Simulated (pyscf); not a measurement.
Elementary routes open to •HC=CH–NH₂ in the gas phase (doublet surface):
A. acetylene (HC≡CH) + amino radical (NH₂•) (C–N broken; none formed)
B. •H₂C–CH=NH (H–N broken; C–H formed)

Structures and frequencies: ωB97X-D3(BJ)/def2-SVP in PySCF. MP2 and CC: frozen core, UHF for open shells. ΔMP2 is the change of the MP2 total energy from the triple- to the quadruple-zeta basis.

Task: Rank the routes by free-energy barrier at 298 K, lowest first, for CCSD(T)/def2-TZVPP + ΔMP2(QZVPP) energies (ideal gas, 1 atm, RRHO with modes under 100 cm⁻¹ raised to 100, one conformer, R ln 2 for chiral ones without a mode under 150 cm⁻¹).

Result: A (1.30 eV), B (1.65 eV)

Route A is the fastest of these, ahead of the next by 0.35 eV. The most stable products are those of B (ΔG = -1.00 eV), whose barrier is 0.35 eV higher: the kinetic and the thermodynamic product differ. At 1200 K A is still the fastest. A: On the reactant side the descent ends in a point that may be a rotor saddle (no frequency run), 0.06 eV over the lowest minimum found and 1.54 eV under the saddle at ωB97X-D3(BJ)/def2-TZVP. Only these routes are compared; each barrier is that of the saddle found, and lower ones may exist. The CCSD(T) − MP2 part came from Ansatz, without density fitting, on the same reference. A UHF reference is spin-contaminated (<S²> up to 1.01), which harms MP2 most.
